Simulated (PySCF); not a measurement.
# Si: ionisation energy

Si [Ne] 3s2 3p2 (3P) → Si⁺ [Ne] 3s2 3p1 (2P), as a difference of total energies. Computed with PySCF 2.14 in x2c-SVPall (4s3p1d, 18 functions), with the spin-free X2C one-electron Hamiltonian (Gaussian nucleus). Correlated levels: valence: [Ne] frozen. The calculations carry no spin-orbit coupling.

```
           method  ionisation energy (eV)
              UHF                   7.633
             MN15                   8.054
              PBE                   8.164
   CCSD (valence)                   7.865
CCSD(T) (valence)                   7.874
```

Q: Estimate what MP2 (valence) gives.

A: 7.859 eV, closest to CCSD (valence) among the rows shown.

Q: Estimate what SCS-MP2 (valence) gives.

A: 7.792 eV, closest to CCSD (valence) among the rows shown.

Errors of the correlated levels include the incompleteness of this basis and the frozen core.

For comparison: 8.157 eV (measured; NIST levels, between the centres of gravity of the two terms).
